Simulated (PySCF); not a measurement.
A side-by-side comparison of computed properties.

First species: ethyl chloride, C₂H₅Cl.
InChI=1S/C2H5Cl/c1-2-3/h2H2,1H3

Second species: acetamide, C₂H₅NO.
Geometry (GFN2-xTB, Å), atoms numbered from 1 in this order:
```xyz
9
C2H5NO angstrom
C     -1.0962   -0.0122    0.0826
C      0.2761    0.4578   -0.3513
N      1.2875   -0.3121    0.1216
O      0.4750    1.4240   -1.0487
H     -1.1874    0.0703    1.1636
H     -1.2459   -1.0507   -0.2037
H     -1.8545    0.6059   -0.3881
H      2.2354   -0.0683   -0.1107
H      1.1236   -1.1087    0.7096
```

Levels: PBE0/pcSseg-1 for dipole moment, HOMO energy, LUMO energy and HOMO–LUMO gap; GFN2-xTB for rotational constant A and rotational constant C. Geometries: GFN2-xTB. All species are isolated and taken at one optimised geometry, non-relativistic unless stated; the electronic structure was computed with PySCF and density fitting.

Dipoles, sizes and rotational constants follow the conformer. The torsions of the flexible species, by atom-mapped SMILES:
- `[CH3:1][C:2]([NH2:3])=[O:4]`: H–N3–C2–C1 -179°, H–N3–C2–C1 -1°

(1) Which has the higher dipole moment?

(2) Which has the higher rotational constant A?

(3) Which of the two has the higher HOMO energy, and by how much?

(4) Which has the higher HOMO–LUMO gap?

(5) Which has the higher rotational constant C?

## Answers

(1) The second: 3.96 D against 2.19 D, a difference of 1.77 D.

(2) The first: 31.431 GHz against 10.901 GHz, a difference of 20.530 GHz.

(3) The second: -7.28 eV against -8.36 eV, a difference of 1.08 eV.

(4) The first: 9.31 eV against 8.23 eV, a difference of 1.08 eV.

(5) The second: 5.222 GHz against 5.013 GHz, a difference of 0.209 GHz.

On the first: In atomic units the dipole is 0.86 e·bohr (1 au = 2.5417 D).

On the second: The dipole equals about 13.2 × 10⁻³⁰ C·m (1 D = 3.33564 × 10⁻³⁰ C·m).
